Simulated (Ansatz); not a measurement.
Compare A (`C=CC(=C)O`) with its isomer B (`C1=COCC1`).

Gas-phase electronic energies from Ansatz, PBE0-D4/def2-TZVP geometries. CCSD(T)/CBS adds triple-zeta CCSD(T) − MP2 to the extrapolated MP2 energy (def2 sets, frozen cores). Functionals use def2-TZVPP. B3LYP here is the variant with VWN-RPA as its local correlation; programs differ in this. Each species was taken in one conformer, which may not be the lowest.

Question: Which isomer does CCSD(T)/CBS put lower? Give the gap. (Estimate.)

Answer: Ansatz gave: B, by 2.6 kcal/mol.

Question: Give E(B) − E(A) in kcal/mol with CCSD(T)/def2-TZVPP, HF/def2-TZVPP, B3LYP, MP2/def2-TZVPP, B3LYP-D4, B2PLYP, ωB97M-V. (Estimate.)

Answer: The calculation gave: CCSD(T)/def2-TZVPP -3.1, HF/def2-TZVPP -1.4, B3LYP 0.0, MP2/def2-TZVPP -4.0, B3LYP-D4 -0.3, B2PLYP -1.4, ωB97M-V -4.0. None reverses the order clearly.

Largest T1 diagnostic: 0.012.

In def2-TZVPP, CCSD(T) changes the Hartree–Fock value by −1.8 kcal/mol (the triples alone add +0.4 kcal/mol) and MP2 by −2.6 kcal/mol. From PBE to PBE0 (25 % exact exchange), in def2-TZVPP and without D4, E(B) − E(A) moves by −2.3 kcal/mol.
